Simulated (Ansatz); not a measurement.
Process, species as SMILES: FCF → [CH-](F)F + H+
B3LYP-D3(BJ)/def2-TZVP geometries, fixed; electronic energies without zero-point terms.
Largest species:
```
C
F 1 1.3618
F 1 1.3618 2 108.56
H 1 1.0913 2 108.69 3 -118.06
H 1 1.0913 4 113.42 3 -121.01
```
Charge 0, spin multiplicity 1.

Basis-set convergence of the deprotonation energy at r2SCAN with Ansatz (a first-principles code). All functions are spherical. The program fits the integrals of some runs and decomposes those of others, by size. No added dispersion term, no relativity. Functions are those of the species that has most. Reference: the value in aug-pcseg-3, 407.35 kcal/mol, itself unsure by roughly 0.25 kcal/mol (its mean distance from aug-cc-pVQZ, def2-QZVPPD). Deviations are taken from unrounded values.

```
basis              functions  deprotonation energy (kcal/mol)  minus reference (kcal/mol)
-----------------  ---------  -------------------------------  --------------------------
STO-3G                    17                           515.38                      108.03
3-21G                     31                           427.20                       19.85
def2-SV(P)                46                           421.13                       13.78
6-311G**                  66                           418.65                       11.31
def2-SVPD                 82                           407.00                       -0.34
aug-cc-pVDZ               87                           403.54                       -3.81
aug-pcseg-1               87                           404.48                       -2.87
cc-pVTZ                  118                           416.29                        8.94
pcseg-2                  118                           410.13                        2.79
def2-TZVPD               135                           407.43                        0.09
jun-cc-pV(T+d)Z          145                           406.96                       -0.39
def2-TZVPPD              151                           407.68                        0.34
6-311++G(3df,3pd)        153                           407.74                        0.39
aug-pcseg-2              184                           407.21                       -0.13
cc-pVQZ                  225                           412.54                        5.20
def2-QZVPP               231                           409.76                        2.41
def2-QZVPPD              261                           407.77                        0.43
aug-cc-pVQZ              332                           407.27                       -0.08
```
